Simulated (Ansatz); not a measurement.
# C2H3ClF2: how energies converge with the basis set

The task here is to estimate one member of a computed series from the others.

Program: Ansatz 0.2.0, Gaussian basis. Level of theory: one geometry, several basis sets. These are calculated values, not measurements.

Levels to be run: PBE0-D4/def2-SVP; ωB97M-V/def2-SVP; PBE0-D4/def2-QZVPP; ωB97M-V/def2-QZVPP; the functionals' def2-TZVPP values are taken from earlier runs.

## The geometry

All runs share one geometry, relaxed beforehand with PBE0-D4 in a triple-zeta def2 set.

SMILES `CC(F)(F)Cl`, 8 atoms, charge 0, spin multiplicity 1.

Atoms are counted from 1 here; the program's logs count them from 0.

Bond lengths: C1–C2 1.499 Å, C1–H6 1.089 Å, C1–H7 1.091 Å, C1–H8 1.089 Å, C2–F3 1.343 Å, C2–F4 1.343 Å, C2–Cl5 1.781 Å. Angles: C2–C1–H6 109.7°, C2–C1–H7 108.3°, C2–C1–H8 109.7°, H6–C1–H7 109.7°, H6–C1–H8 109.6°, H7–C1–H8 109.7°, C1–C2–F3 111.0°, C1–C2–F4 111.0°, C1–C2–Cl5 112.0°, F3–C2–F4 106.8°, F3–C2–Cl5 107.9°, F4–C2–Cl5 107.9°.

As a file:

```xyz
8
charge 0, multiplicity 1
C    -0.5805   -0.3128    0.4702
C     0.5366    0.1726   -0.4029
F     1.7255    0.0072    0.1995
F     0.5838   -0.5182   -1.5536
Cl    0.3644    1.8986   -0.8080
H    -0.5896    0.2499    1.4020
H    -0.4168   -1.3710    0.6807
H    -1.5312   -0.1834   -0.0438
```

Set-up of the first run:

File in.yaml:

```yaml
crystal:
  periodic: [false, false, false]
  atoms:
    - {symbol: C, position_ang: [-0.580477, -0.312824, 0.470182]}
    - {symbol: C, position_ang: [0.536630, 0.172637, -0.402853]}
    - {symbol: F, position_ang: [1.725505, 0.007235, 0.199479]}
    - {symbol: F, position_ang: [0.583813, -0.518182, -1.553560]}
    - {symbol: Cl, position_ang: [0.364437, 1.898593, -0.808009]}
    - {symbol: H, position_ang: [-0.589641, 0.249859, 1.401950]}
    - {symbol: H, position_ang: [-0.416823, -1.371037, 0.680705]}
    - {symbol: H, position_ang: [-1.531245, -0.183380, -0.043795]}
basis:
  gaussian: {orbitals: def2-SVP}
hamiltonian: {xc: pbe0, dispersion: d4}
output: {orbitals: {seedname: orbitals}}
```

On the command line:

```bash
$ ansatz run in.yaml --threads 4 --pin off --events-out ev --progress --plain --max-ram 10444MiB
```

Steps of the session up to this table: PBE0-D4 in def2-SVP; ωB97M-V in def2-SVP; PBE0-D4 in def2-QZVPP; ωB97M-V in def2-QZVPP.

One table of the session follows, with a row left open; its other results are not shown here.

It belongs to the step «Density functionals: the series». 

| functional | basis | HOMO (eV) | LUMO (eV) |
| --- | --- | --- | --- |
| PBE0-D4 | def2-SVP | ? | ? |
| PBE0-D4 | def2-TZVPP | -9.30 | 0.50 |
| PBE0-D4 | def2-QZVPP | -9.34 | 0.26 |
| ωB97M-V | def2-SVP | -11.43 | 3.50 |
| ωB97M-V | def2-TZVPP | -11.63 | 2.75 |
| ωB97M-V | def2-QZVPP | -11.69 | 1.93 |

Estimate the missing values for PBE0-D4, def2-SVP.

The run gave: HOMO (eV): -9.14; LUMO (eV): 1.15. In the column «HOMO (eV)» it is the highest.
